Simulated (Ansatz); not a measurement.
Input file:

```yaml
crystal:
  periodic: [false, false, false]
  atoms:
    - {symbol: Si, position_ang: [0.000000, 0.000000, 0.000000]}
    - {symbol: H, position_ang: [1.617300, 1.622770, 1.619154]}
    - {symbol: H, position_ang: [-1.624294, -1.614605, 1.620314]}
    - {symbol: H, position_ang: [-1.615183, 1.616704, -1.627313]}
    - {symbol: H, position_ang: [1.622177, -1.624870, -1.612154]}
basis:
  gaussian: {orbitals: 6-31G}
correlation: {active_space: {window: {electrons: 4, orbitals: 2}, states: [{multiplicity: 1, weights: [1, 1, 1]}], root: 0}}
output: {forces: true}
```

```sh
$ ansatz run in.yaml --threads 1 --pin off --events-out ev --progress --plain --max-ram 2393MiB
```

Problem. One thing in this input was set wrong on purpose, beside settings that are merely unusual. What is the gravest fault, and what does the program do?

Solution. Coordinates in the wrong unit (values in bohr typed as Å, so distances are 1.89 times too long). How the run ends: stopped by an error.
```
445 factors; integrals over basis functions are off by at most 4.7e-8 eV
mean field evaluation 1: about -7906.9702 eV, gradient 9.7e0 eV
mean field evaluation 2: about -7906.9689 eV, gradient 9.7e0 eV
mean field evaluation 4: about -7907.8545 eV, gradient 1.0e0 eV
mean field evaluation 8: about -7907.8729 eV, gradient 3.6e-4 eV
mean field evaluation 16: about -7904.1762 eV, gradient 6.1e-4 eV
mean field evaluation 32: about -7902.7503 eV, gradient 1.2e1 eV
mean field -7907.87290447 eV, -290.6089690904 hartree, gradient 2.4e-6 eV, S^2 0.000000; 4 other end points of the search recorded, 0 dependent functions left out
reference -7907.87290447 eV, -290.6089690904 hartree; 9, 9 occupied and 12, 12 virtual orbitals, 445 factors
Error: 3 states are sought, and the space of determinants holds 1 states of this symmetry and spin
```
